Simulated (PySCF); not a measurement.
sulfur dioxide (O2S), SMILES O=S=O. Atoms are numbered in the order given.

```xyz
3

O      0.0000    -1.2387    -0.3658
S      0.0000     0.0000     0.3658
O      0.0000     1.2387    -0.3658
```

Coordinates come from a B3LYP-D3(BJ)/def2-TZVP optimisation.

All values below come from PBE0/def2-TZVPD run with PySCF.

```
Quantity                                                                                                       Result
---------------------------------------------------------------------------------------------  ----------------------
total energy                                                                                       -548.41412 hartree
point group                                                                                                       C2v
highest occupied level                                                                                       -9.65 eV
lowest empty level                                                                                           -3.55 eV
orbital gap                                                                                                   6.10 eV
dipole moment                                                                                                  1.67 D
quadrupole, principal values (traceless, Buckingham form, about the centre of nuclear charge)   -4.93, 1.04, 3.90 D·Å
mean static polarisability                                                                       25.3 bohr³ (3.75 Å³)
polarisability, principal values                                                               19.5, 22.9, 33.5 bohr³
```
